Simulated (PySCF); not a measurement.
**C3H6S: core ionisation energies**

Compound: C3H6S.
Geometry (PBE0-D3(BJ)/def2-SVP, Å), atoms numbered from 1 in this order:
```xyz
10
C3H6S angstrom
C      1.0697   -0.5930    0.3495
C      0.1679    0.4349   -0.2742
C     -1.2993    0.2409   -0.2929
S     -0.7520    1.5603    0.8204
H      0.5875   -1.0522    1.2252
H      1.3096   -1.3865   -0.3786
H      2.0160   -0.1408    0.6808
H      0.5883    0.9458   -1.1494
H     -1.7008   -0.6531    0.1976
H     -1.8622    0.5671   -1.1740
```

Method: delta-SCF UKS SCAN, pcX-2 on the ionised atom, pcseg-1 elsewhere, spin-free X2C (PySCF). Vertical ΔSCF values, vacuum level as zero.

**Question.** Give the core binding energies atom by atom.

**Answer.** 
```csv
atom(s),bonded to,level,binding energy (eV),above the level's lowest (eV),count
C1,C and 3 H,C 1s,291.02,0.00,1
C2,"S, 2 C and H",C 1s,291.64,+0.62,1
C3,"S, C and 2 H",C 1s,291.49,+0.47,1
S4,2 C,S 1s,2476.71,0.00,1
```

The listed C 1s values span 0.62 eV, from C1 (bonded to C and 3 H) to C2 (bonded to S, 2 C and H).

**Question.** Which effective nuclear charge Zeff reproduces each element's mean 1s value in the hydrogen-like formula E = 13.606 eV × Zeff²?

**Answer.** C (Z = 6): mean 291.4 eV, Zeff = 4.63, Z − Zeff = 1.37; S (Z = 16): mean 2476.7 eV, Zeff = 13.49, Z − Zeff = 2.51. Means run over the listed sites, weighted by atom count.

Not every level is listed. Isolated species at its PBE0-D3(BJ)/def2-SVP geometry, gas phase.

Hardware: one thread, Arm Neoverse N1 (aarch64), on a shared host. Cost: 38 s wall, 0.44 GiB resident at most.
